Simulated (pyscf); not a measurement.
This saddle point was located with ωB97X-D3(BJ)/def2-SVP in PySCF.

```xyz
7

S      0.8124     0.9982     0.0626
Ge    -0.8366    -0.6270    -0.4467
H      0.3554     1.2426     1.3063
H     -2.0786     0.2423    -0.6463
H     -0.0792    -1.0817    -1.7011
H     -0.5864    -1.2309     0.9675
H     -1.7121    -2.0870    -0.5004
```
Charge 0, spin multiplicity 2.

Surface: doublet, charge 0. Lowest wavenumbers (cm⁻¹): 593i, 193, 200, 270, 405.

Q: Which two sides does it connect, and which bonds change?

A: HS–GeH₃ + H atom (H•) ⇌ SH• + germane (GeH₄), a substitution at Ge read from left to right: Ge–S broken and Ge–H formed. At CCSD(T)/def2-TZVPP + ΔMP2(QZVPP) it lies +0.42 eV from the left side and +0.81 eV from the right (each side as separated species at their lowest minima found). The same reactants have a lower exit, to HS–GeH₂• + H₂ (barrier +0.12 eV at ωB97M-D3(BJ)/def2-TZVP, against +0.44 eV here). This is the saddle that the search found; another between the same sides may lie lower. The angle at the attacked Ge is 162°. The CCSD(T) − MP2 part came from Ansatz, without density fitting, on the same reference. The frozen core leaves the outer d or s,p core shells of the metals and heavy elements correlated in the MP2 and CC values, and def2-TZVPP describes them poorly, which can shift differences by a few kcal/mol. Left out: the spin-orbit lowering of SH. Elements up to Kr have no core potential and no relativistic terms here.
